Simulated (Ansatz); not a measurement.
# CH3Al (SMILES C[Al]): B2PLYP/cc-pVTZ

Aim: the vertical ionisation energy of CH3Al at B2PLYP/cc-pVTZ, from 2 runs. 

Program for the calculation: Ansatz 0.2.0.

68 further runs of the same task are left out: 68 set aside as unsound or not needed.

## Step 1: The structure to begin with

CH3Al has 5 atoms, charge 0, and is taken as a singlet. SMILES: `C[Al]`. The coordinates come from a PBE0-D4/def2-TZVP relaxation.

Bond lengths: C1–Al2 1.988 Å, C1–H3 1.098 Å, C1–H4 1.098 Å, C1–H5 1.098 Å. Angles: Al2–C1–H3 111.8°, Al2–C1–H4 111.8°, Al2–C1–H5 111.8°, H3–C1–H4 107.1°, H3–C1–H5 107.1°, H4–C1–H5 107.1°.

## Step 2: A single-point energy at B2PLYP/cc-pVTZ

in.yaml

```yaml
crystal:
  periodic: [false, false, false]
  atoms:
    - {symbol: C, position_ang: [-0.131220, -0.057510, 0.054000]}
    - {symbol: Al, position_ang: [1.572690, 0.689240, -0.647230]}
    - {symbol: H, position_ang: [-0.230740, -1.127460, -0.171770]}
    - {symbol: H, position_ang: [-0.205100, 0.049890, 1.144270]}
    - {symbol: H, position_ang: [-1.005630, 0.445840, -0.379270]}
basis:
  gaussian:
    orbitals: cc-pVTZ
total_charge: 0
hamiltonian:
  xc: {name: B2PLYP}
correlation:
  frozen_orbitals: {Al: 5, C: 1, H: 0}
accuracy: high
output: {orbitals: {seedname: orbitals}}
```

Started as:

```console
ansatz run in.yaml --threads 1 --pin off --max-ram 3480MiB --events-out events.jsonl --progress --plain --runs-dir runs
```

Log:

```text
Warning: RAYON_NUM_THREADS=1 ignored (pool sized by the plan → 1); use --threads N
Functional definition: B2PLYP
  name "B2PLYP"
  parameter a = 0.53
  parameter c = 0.27
  exchange = (1 - a)*b88_x + a*exact_x
  correlation = (1 - c)*lyp_c + c*(mp2_os + mp2_ss)
1819 factors; integrals over basis functions are off by at most 3.2e-9 eV
mean field evaluation 1: about -7671.3581 eV, gradient 4.5e1 eV
mean field evaluation 2: about -7671.3583 eV, gradient 4.5e1 eV
mean field evaluation 4: about -7676.1356 eV, gradient 1.9e0 eV
mean field evaluation 8: about -7676.1500 eV, gradient 4.9e-2 eV
mean field evaluation 16: about -7676.1500 eV, gradient 5.2e-6 eV
mean field -7676.14997892 eV, -282.0933086441 hartree, gradient 3.9e-8 eV, S^2 0.000000; 0 other end points of the search recorded, 0 dependent functions left out
6 core orbitals not correlated: weight in the atoms' cores, before any rotation towards them, 1.000 or more for the frozen orbitals, at most 0.000 for the correlated occupied ones
reference -7676.14999909 eV, -282.0933093853 hartree; 5, 5 occupied and 95, 95 virtual orbitals, 1819 factors
second order -8.01812536 eV of doubles, -0.00000000 eV of singles
Total energy: -7678.31489294 eV, -282.1728677667 hartree
```

Run time: 4.2 s. Hardware: 1 thread of Intel Xeon 6975P-C (Granite Rapids), shared host; peak memory 0.28 GiB.

## Step 3: The doublet cation

molecule.yaml

```yaml
crystal:
  periodic: [false, false, false]
  atoms:
    - {symbol: C, position_ang: [-0.131220, -0.057510, 0.054000]}
    - {symbol: Al, position_ang: [1.572690, 0.689240, -0.647230]}
    - {symbol: H, position_ang: [-0.230740, -1.127460, -0.171770]}
    - {symbol: H, position_ang: [-0.205100, 0.049890, 1.144270]}
    - {symbol: H, position_ang: [-1.005630, 0.445840, -0.379270]}
basis:
  gaussian:
    orbitals: cc-pVTZ
total_charge: 1
magnetization:
  spin_polarized: true
  initial_magnetization: 1
hamiltonian:
  xc: {name: B2PLYP}
correlation:
  frozen_orbitals: {Al: 5, C: 1, H: 0}
accuracy: high
output: {orbitals: {seedname: orbitals}}
```

Started as:

```console
ansatz run molecule.yaml --threads 1 --pin off --max-ram 3480MiB --events-out events.jsonl --progress --plain --runs-dir runs
```

Log, shortened:

```text
Warning: RAYON_NUM_THREADS=1 ignored (pool sized by the plan → 1); use --threads N
Functional definition: B2PLYP
  name "B2PLYP"
[...]
1819 factors; integrals over basis functions are off by at most 3.2e-9 eV
[...]
mean field -7668.74379393 eV, -281.8211363657 hartree, gradient 7.3e-8 eV, S^2 0.765094; 1 other end points of the search recorded, 0 dependent functions left out
6 core orbitals not correlated: weight in the atoms' cores, before any rotation towards them, 1.000 or more for the frozen orbitals, at most 0.000 for the correlated occupied ones
reference -7668.74381502 eV, -281.8211371407 hartree; 5, 4 occupied and 95, 96 virtual orbitals, 1819 factors
second order -6.95098292 eV of doubles, -0.00000000 eV of singles
Total energy: -7670.62058041 eV, -281.8901069966 hartree
```

It took 6.9 s on 1 thread of Intel Xeon 6975P-C (Granite Rapids), shared host; peak memory 0.41 GiB.

## Step 4: Summary of results

At B2PLYP/cc-pVTZ, 6 core orbitals frozen:

| quantity | value |
| --- | --- |
| singlet CH3Al: total energy | -282.17287 Eh |
| singlet CH3Al: HOMO energy (SCF part's orbitals) | -6.32 eV |
| singlet CH3Al: LUMO energy (SCF part's orbitals) | -0.34 eV |
| singlet CH3Al: HOMO–LUMO gap (SCF part's orbitals) | 5.97 eV |
| doublet cation: total energy | -281.89011 Eh |
| doublet cation: HOMO energy (SCF part's orbitals) (highest over α and β) | -14.15 eV |
| doublet cation: LUMO energy (SCF part's orbitals) (lowest over α and β) | -8.50 eV |
| doublet cation: ⟨S²⟩ | 0.765 |
| vertical ionisation energy (to the doublet cation) | 7.694 eV |

**Reading.** Removing an electron at fixed nuclei costs 7.69 eV (742 kJ/mol). −ε(HOMO) before ionisation, 6.32 eV, is 1.38 eV below this ionisation energy.
